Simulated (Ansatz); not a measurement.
Relaxation of CH$_{4}$AlCl (7 atoms, charge 0, multiplicity 1), to a largest force component of 0.03 eV/Å in at most 50 steps.

Method: Ansatz, RKS PBE0-D4/def2-SVP.

```xyz
7
Properties=species:S:1:pos:R:3
Al 0.229 0.022 -1.260
Cl 1.424 -0.019 1.956
H 2.075 0.007 0.790
C -1.748 0.001 -1.049
H -2.101 -0.910 -0.531
H -2.114 0.866 -0.466
H -2.255 0.033 -2.031
```

Where does it end, and by what steps?

The run converged. The force dipped under the threshold on the way, but the program's further checks kept it going. After 22 steps the energy has fallen by 0.055 eV; Cl2 moved furthest, 0.74 Å.

```csv
step,energy less start (eV),largest force component (eV/Å),accepted
0,0.0000,0.896,yes
1,-0.0178,0.421,yes
2,-0.0174,0.255,no
3,-0.0192,0.215,yes
4,-0.0211,0.189,yes
5,-0.0216,0.178,yes
6,-0.0225,0.120,yes
7,-0.0239,0.015,yes
8,-0.0094,0.784,no
9,-0.0251,0.072,yes
10,-0.0250,0.316,no
11,-0.0264,0.046,yes
12,-0.0277,0.075,yes
13,-0.0292,0.253,yes
14,-0.0385,0.127,yes
15,-0.0131,1.263,no
16,-0.0439,0.103,yes
17,-0.0497,0.083,yes
18,-0.0525,0.067,yes
19,-0.0541,0.073,yes
20,-0.0479,0.577,no
21,-0.0544,0.032,yes
22,-0.0546,0.008,yes
```

```xyz
7
Properties=species:S:1:pos:R:3
Al 0.252 0.039 -1.578
Cl 0.908 -0.023 1.424
H 2.166 -0.002 1.147
C -1.658 0.002 -0.985
H -1.895 -0.904 -0.397
H -1.917 0.872 -0.352
H -2.345 0.016 -1.850
```

Run time: 51 s on 1 thread of Arm Neoverse V1 (shared host), peak memory 0.14 GiB.
